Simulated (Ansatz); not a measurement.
Molecular dynamics of CH3BN, charge -1

Input:

```yaml
crystal:
  periodic: [false, false, false]
  atoms:
    - { symbol: B, position_ang: [-0.725813, 0.221954, -0.612693] }
    - { symbol: "N", position_ang: [0.389292, -0.094813, 0.084172] }
    - { symbol: C, position_ang: [1.494572, -0.391562, 0.627479] }
    - { symbol: H, position_ang: [-1.464048, -0.650094, -1.031856] }
    - { symbol: H, position_ang: [-1.018263, 1.385211, -0.819126] }
    - { symbol: H, position_ang: [1.324261, -0.470687, 1.752025] }
total_charge: -1
magnetization:
  spin_polarized: true
basis:
  gaussian: { orbitals: "6-31G*" }
hamiltonian:
  xc: cam_b3lyp
md:
  timestep: 0.5
  n_steps: 150
  ensemble: nve
  temperature: 2000.0
  initial_velocities: maxwell_boltzmann
  seed: 308775
  masses: [{ species: H, mass: 2.014 }]
```

Run as:

```bash
$ ansatz run input.yaml --threads 1 --pin off --max-ram 2048MiB --backend cpu --events-out ev --progress --plain --runs-dir out
```

It starts from a relaxed structure.

Output, in part (one step line in 2, the closing report, with atoms numbered from 0):

```
md step     0: t =     0.00 fs  T =  2000.0 K  F+E_penalty+E_count = -3248.80297765 eV  E_kin = 1.034080 eV  conserved = -3247.76889766 eV  (32 SCF iters)
md step     2: t =     1.00 fs  T =  1898.2 K  F+E_penalty+E_count = -3248.75014605 eV  E_kin = 0.981457 eV  conserved = -3247.76868930 eV  (35 SCF iters)
md step     4: t =     2.00 fs  T =  1626.2 K  F+E_penalty+E_count = -3248.60872478 eV  E_kin = 0.840828 eV  conserved = -3247.76789653 eV  (35 SCF iters)
md step     6: t =     3.00 fs  T =  1279.6 K  F+E_penalty+E_count = -3248.42845474 eV  E_kin = 0.661599 eV  conserved = -3247.76685596 eV  (36 SCF iters)
md step     8: t =     4.00 fs  T =   980.5 K  F+E_penalty+E_count = -3248.27304903 eV  E_kin = 0.506935 eV  conserved = -3247.76611426 eV  (35 SCF iters)
md step    10: t =     5.00 fs  T =   816.2 K  F+E_penalty+E_count = -3248.18801402 eV  E_kin = 0.421987 eV  conserved = -3247.76602667 eV  (36 SCF iters)
md step    12: t =     6.00 fs  T =   799.5 K  F+E_penalty+E_count = -3248.17983479 eV  E_kin = 0.413354 eV  conserved = -3247.76648058 eV  (34 SCF iters)
md step    14: t =     7.00 fs  T =   879.1 K  F+E_penalty+E_count = -3248.22163008 eV  E_kin = 0.454538 eV  conserved = -3247.76709175 eV  (34 SCF iters)
md step    16: t =     8.00 fs  T =   981.8 K  F+E_penalty+E_count = -3248.27518802 eV  E_kin = 0.507623 eV  conserved = -3247.76756469 eV  (35 SCF iters)
md step    18: t =     9.00 fs  T =  1047.7 K  F+E_penalty+E_count = -3248.30948402 eV  E_kin = 0.541685 eV  conserved = -3247.76779903 eV  (32 SCF iters)
md step    20: t =    10.00 fs  T =  1045.6 K  F+E_penalty+E_count = -3248.30841013 eV  E_kin = 0.540628 eV  conserved = -3247.76778229 eV  (34 SCF iters)
md step    22: t =    11.00 fs  T =   976.7 K  F+E_penalty+E_count = -3248.27250886 eV  E_kin = 0.504999 eV  conserved = -3247.76750943 eV  (35 SCF iters)
md step    24: t =    12.00 fs  T =   874.1 K  F+E_penalty+E_count = -3248.21898220 eV  E_kin = 0.451957 eV  conserved = -3247.76702534 eV  (37 SCF iters)
md step    26: t =    13.00 fs  T =   795.5 K  F+E_penalty+E_count = -3248.17782650 eV  E_kin = 0.411310 eV  conserved = -3247.76651650 eV  (35 SCF iters)
md step    28: t =    14.00 fs  T =   799.6 K  F+E_penalty+E_count = -3248.17968710 eV  E_kin = 0.413401 eV  conserved = -3247.76628574 eV  (35 SCF iters)
md step    30: t =    15.00 fs  T =   911.6 K  F+E_penalty+E_count = -3248.23786379 eV  E_kin = 0.471328 eV  conserved = -3247.76653549 eV  (35 SCF iters)
md step    32: t =    16.00 fs  T =  1101.7 K  F+E_penalty+E_count = -3248.33680104 eV  E_kin = 0.569629 eV  conserved = -3247.76717175 eV  (35 SCF iters)
md step    34: t =    17.00 fs  T =  1295.3 K  F+E_penalty+E_count = -3248.43760696 eV  E_kin = 0.669726 eV  conserved = -3247.76788080 eV  (35 SCF iters)
md step    36: t =    18.00 fs  T =  1408.3 K  F+E_penalty+E_count = -3248.49650060 eV  E_kin = 0.728135 eV  conserved = -3247.76836529 eV  (36 SCF iters)
md step    38: t =    19.00 fs  T =  1382.2 K  F+E_penalty+E_count = -3248.48314455 eV  E_kin = 0.714677 eV  conserved = -3247.76846750 eV  (38 SCF iters)
md step    40: t =    20.00 fs  T =  1205.0 K  F+E_penalty+E_count = -3248.39118464 eV  E_kin = 0.623038 eV  conserved = -3247.76814674 eV  (39 SCF iters)
md step    42: t =    21.00 fs  T =   916.0 K  F+E_penalty+E_count = -3248.24109095 eV  E_kin = 0.473626 eV  conserved = -3247.76746511 eV  (41 SCF iters)
md step    44: t =    22.00 fs  T =   597.9 K  F+E_penalty+E_count = -3248.07575276 eV  E_kin = 0.309120 eV  conserved = -3247.76663324 eV  (40 SCF iters)
md step    46: t =    23.00 fs  T =   349.6 K  F+E_penalty+E_count = -3247.94677387 eV  E_kin = 0.180776 eV  conserved = -3247.76599740 eV  (46 SCF iters)
md step    48: t =    24.00 fs  T =   246.5 K  F+E_penalty+E_count = -3247.89331343 eV  E_kin = 0.127463 eV  conserved = -3247.76585007 eV  (46 SCF iters)
md step    50: t =    25.00 fs  T =   306.6 K  F+E_penalty+E_count = -3247.92475118 eV  E_kin = 0.158547 eV  conserved = -3247.76620451 eV  (46 SCF iters)
md step    52: t =    26.00 fs  T =   489.0 K  F+E_penalty+E_count = -3248.01962925 eV  E_kin = 0.252815 eV  conserved = -3247.76681442 eV  (48 SCF iters)
md step    54: t =    27.00 fs  T =   720.3 K  F+E_penalty+E_count = -3248.13985822 eV  E_kin = 0.372446 eV  conserved = -3247.76741255 eV  (51 SCF iters)
md step    56: t =    28.00 fs  T =   927.0 K  F+E_penalty+E_count = -3248.24715378 eV  E_kin = 0.479293 eV  conserved = -3247.76786113 eV  (51 SCF iters)
md step    58: t =    29.00 fs  T =  1053.4 K  F+E_penalty+E_count = -3248.31273846 eV  E_kin = 0.544639 eV  conserved = -3247.76809919 eV  (49 SCF iters)
md step    60: t =    30.00 fs  T =  1071.8 K  F+E_penalty+E_count = -3248.32223272 eV  E_kin = 0.554183 eV  conserved = -3247.76804953 eV  (40 SCF iters)
md step    62: t =    31.00 fs  T =   991.6 K  F+E_penalty+E_count = -3248.28034873 eV  E_kin = 0.512701 eV  conserved = -3247.76764748 eV  (39 SCF iters)
md step    64: t =    32.00 fs  T =   863.7 K  F+E_penalty+E_count = -3248.21357879 eV  E_kin = 0.446589 eV  conserved = -3247.76699029 eV  (40 SCF iters)
md step    66: t =    33.00 fs  T =   766.8 K  F+E_penalty+E_count = -3248.16290036 eV  E_kin = 0.396479 eV  conserved = -3247.76642102 eV  (40 SCF iters)
md step    68: t =    34.00 fs  T =   767.0 K  F+E_penalty+E_count = -3248.16292377 eV  E_kin = 0.396586 eV  conserved = -3247.76633825 eV  (38 SCF iters)
md step    70: t =    35.00 fs  T =   874.2 K  F+E_penalty+E_count = -3248.21885929 eV  E_kin = 0.452015 eV  conserved = -3247.76684423 eV  (37 SCF iters)
md step    72: t =    36.00 fs  T =  1031.0 K  F+E_penalty+E_count = -3248.30072623 eV  E_kin = 0.533093 eV  conserved = -3247.76763324 eV  (35 SCF iters)
md step    74: t =    37.00 fs  T =  1146.4 K  F+E_penalty+E_count = -3248.36098109 eV  E_kin = 0.592727 eV  conserved = -3247.76825386 eV  (35 SCF iters)
md step    76: t =    38.00 fs  T =  1146.8 K  F+E_penalty+E_count = -3248.36136357 eV  E_kin = 0.592944 eV  conserved = -3247.76841996 eV  (35 SCF iters)
md step    78: t =    39.00 fs  T =  1011.5 K  F+E_penalty+E_count = -3248.29107600 eV  E_kin = 0.522986 eV  conserved = -3247.76809034 eV  (34 SCF iters)
md step    80: t =    40.00 fs  T =   779.4 K  F+E_penalty+E_count = -3248.17039367 eV  E_kin = 0.403006 eV  conserved = -3247.76738792 eV  (35 SCF iters)
md step    82: t =    41.00 fs  T =   535.2 K  F+E_penalty+E_count = -3248.04327082 eV  E_kin = 0.276728 eV  conserved = -3247.76654240 eV  (34 SCF iters)
md step    84: t =    42.00 fs  T =   380.1 K  F+E_penalty+E_count = -3247.96242784 eV  E_kin = 0.196551 eV  conserved = -3247.76587716 eV  (33 SCF iters)
md step    86: t =    43.00 fs  T =   392.9 K  F+E_penalty+E_count = -3247.96885054 eV  E_kin = 0.203132 eV  conserved = -3247.76571896 eV  (33 SCF iters)
md step    88: t =    44.00 fs  T =   591.5 K  F+E_penalty+E_count = -3248.07203407 eV  E_kin = 0.305843 eV  conserved = -3247.76619073 eV  (34 SCF iters)
md step    90: t =    45.00 fs  T =   920.3 K  F+E_penalty+E_count = -3248.24293492 eV  E_kin = 0.475853 eV  conserved = -3247.76708240 eV  (36 SCF iters)
md step    92: t =    46.00 fs  T =  1273.7 K  F+E_penalty+E_count = -3248.42651524 eV  E_kin = 0.658534 eV  conserved = -3247.76798104 eV  (36 SCF iters)
md step    94: t =    47.00 fs  T =  1543.4 K  F+E_penalty+E_count = -3248.56652437 eV  E_kin = 0.798006 eV  conserved = -3247.76851881 eV  (36 SCF iters)
md step    96: t =    48.00 fs  T =  1662.4 K  F+E_penalty+E_count = -3248.62805418 eV  E_kin = 0.859519 eV  conserved = -3247.76853531 eV  (36 SCF iters)
md step    98: t =    49.00 fs  T =  1623.7 K  F+E_penalty+E_count = -3248.60766980 eV  E_kin = 0.839540 eV  conserved = -3247.76812955 eV  (36 SCF iters)
md step   100: t =    50.00 fs  T =  1471.2 K  F+E_penalty+E_count = -3248.52823187 eV  E_kin = 0.760672 eV  conserved = -3247.76755963 eV  (36 SCF iters)
md step   102: t =    51.00 fs  T =  1271.3 K  F+E_penalty+E_count = -3248.42434989 eV  E_kin = 0.657320 eV  conserved = -3247.76702950 eV  (39 SCF iters)
md step   104: t =    52.00 fs  T =  1089.1 K  F+E_penalty+E_count = -3248.32971918 eV  E_kin = 0.563085 eV  conserved = -3247.76663454 eV  (53 SCF iters)
md step   106: t =    53.00 fs  T =   973.1 K  F+E_penalty+E_count = -3248.26960475 eV  E_kin = 0.503125 eV  conserved = -3247.76647968 eV  (41 SCF iters)
md step   108: t =    54.00 fs  T =   942.2 K  F+E_penalty+E_count = -3248.25379034 eV  E_kin = 0.487146 eV  conserved = -3247.76664475 eV  (54 SCF iters)
md step   110: t =    55.00 fs  T =   977.0 K  F+E_penalty+E_count = -3248.27221644 eV  E_kin = 0.505171 eV  conserved = -3247.76704519 eV  (52 SCF iters)
md step   112: t =    56.00 fs  T =  1030.4 K  F+E_penalty+E_count = -3248.30023111 eV  E_kin = 0.532766 eV  conserved = -3247.76746504 eV  (42 SCF iters)
md step   114: t =    57.00 fs  T =  1051.9 K  F+E_penalty+E_count = -3248.31157096 eV  E_kin = 0.543857 eV  conserved = -3247.76771354 eV  (38 SCF iters)
md step   116: t =    58.00 fs  T =  1011.0 K  F+E_penalty+E_count = -3248.29041200 eV  E_kin = 0.522714 eV  conserved = -3247.76769795 eV  (38 SCF iters)
md step   118: t =    59.00 fs  T =   909.7 K  F+E_penalty+E_count = -3248.23776083 eV  E_kin = 0.470360 eV  conserved = -3247.76740051 eV  (39 SCF iters)
md step   120: t =    60.00 fs  T =   784.7 K  F+E_penalty+E_count = -3248.17260126 eV  E_kin = 0.405718 eV  conserved = -3247.76688290 eV  (40 SCF iters)
md step   122: t =    61.00 fs  T =   698.2 K  F+E_penalty+E_count = -3248.12733257 eV  E_kin = 0.360989 eV  conserved = -3247.76634357 eV  (54 SCF iters)
md step   124: t =    62.00 fs  T =   713.4 K  F+E_penalty+E_count = -3248.13494212 eV  E_kin = 0.368854 eV  conserved = -3247.76608830 eV  (49 SCF iters)
md step   126: t =    63.00 fs  T =   859.6 K  F+E_penalty+E_count = -3248.21075392 eV  E_kin = 0.444446 eV  conserved = -3247.76630806 eV  (37 SCF iters)
md step   128: t =    64.00 fs  T =  1111.2 K  F+E_penalty+E_count = -3248.34141556 eV  E_kin = 0.574520 eV  conserved = -3247.76689517 eV  (39 SCF iters)
md step   130: t =    65.00 fs  T =  1398.9 K  F+E_penalty+E_count = -3248.49088252 eV  E_kin = 0.723310 eV  conserved = -3247.76757291 eV  (41 SCF iters)
md step   132: t =    66.00 fs  T =  1641.1 K  F+E_penalty+E_count = -3248.61664851 eV  E_kin = 0.848516 eV  conserved = -3247.76813218 eV  (34 SCF iters)
md step   134: t =    67.00 fs  T =  1769.4 K  F+E_penalty+E_count = -3248.68331345 eV  E_kin = 0.914852 eV  conserved = -3247.76846166 eV  (36 SCF iters)
md step   136: t =    68.00 fs  T =  1744.8 K  F+E_penalty+E_count = -3248.67060981 eV  E_kin = 0.902145 eV  conserved = -3247.76846507 eV  (37 SCF iters)
md step   138: t =    69.00 fs  T =  1569.4 K  F+E_penalty+E_count = -3248.57950537 eV  E_kin = 0.811431 eV  conserved = -3247.76807467 eV  (36 SCF iters)
md step   140: t =    70.00 fs  T =  1292.1 K  F+E_penalty+E_count = -3248.43541883 eV  E_kin = 0.668051 eV  conserved = -3247.76736769 eV  (36 SCF iters)
md step   142: t =    71.00 fs  T =   997.7 K  F+E_penalty+E_count = -3248.28246979 eV  E_kin = 0.515844 eV  conserved = -3247.76662617 eV  (35 SCF iters)
md step   144: t =    72.00 fs  T =   773.5 K  F+E_penalty+E_count = -3248.16612464 eV  E_kin = 0.399919 eV  conserved = -3247.76620602 eV  (35 SCF iters)
md step   146: t =    73.00 fs  T =   669.0 K  F+E_penalty+E_count = -3248.11219415 eV  E_kin = 0.345913 eV  conserved = -3247.76628096 eV  (35 SCF iters)
md step   148: t =    74.00 fs  T =   676.7 K  F+E_penalty+E_count = -3248.11661931 eV  E_kin = 0.349898 eV  conserved = -3247.76672173 eV  (35 SCF iters)
md step   150: t =    75.00 fs  T =   745.7 K  F+E_penalty+E_count = -3248.15280474 eV  E_kin = 0.385564 eV  conserved = -3247.76724066 eV  (35 SCF iters)
Total energy: -3248.15290898 eV, -119.3674177280 hartree
Atom 0 at    -0.682662     0.209972    -0.610203 Å, force    -1.234481     0.307866    -0.508548 eV/Å
Atom 1 at     0.336946    -0.206659     0.167971 Å, force    -1.693737     0.185974    -3.440361 eV/Å
Atom 2 at     1.515870    -0.330344     0.544764 Å, force     0.310578     0.080558     3.444900 eV/Å
Atom 3 at    -1.569558    -0.511889    -1.185514 Å, force     0.807315     0.496912     0.824739 eV/Å
Atom 4 at    -0.765985     1.445908    -0.715983 Å, force    -0.191271    -0.505771    -0.248228 eV/Å
Atom 5 at     1.182920    -0.192496     1.699660 Å, force     2.001596    -0.565538    -0.072502 eV/Å
Dipole moment:    -0.130846    -0.030249     0.153777 e Å
```

All steps were run. The conserved energy stayed within 0.53 meV per atom of its start (net change 0.28 meV per atom), so the integration is sound. The temperature averaged 0.53 of the 2000 K drawn at the start: a run that starts near a minimum puts about half its kinetic energy into the potential. A run of 0.075 ps of so small a system gives no equilibrium averages. Limits of this set-up: an anion without diffuse functions, the dipole of an ion depends on the origin.

The same pairs are bonded in the first frame and the last. Pairs count as bonded within 1.25 times the sum of covalent radii (0.12 Å more for H–H).

Last frame:

```xyz
6
Properties=species:S:1:pos:R:3
B -0.683 0.210 -0.610
N 0.337 -0.207 0.168
C 1.516 -0.330 0.545
H -1.570 -0.512 -1.185
H -0.766 1.446 -0.716
H 1.183 -0.193 1.700
```

Time of the run: 4.7 min on 1 CPU thread of a shared host.
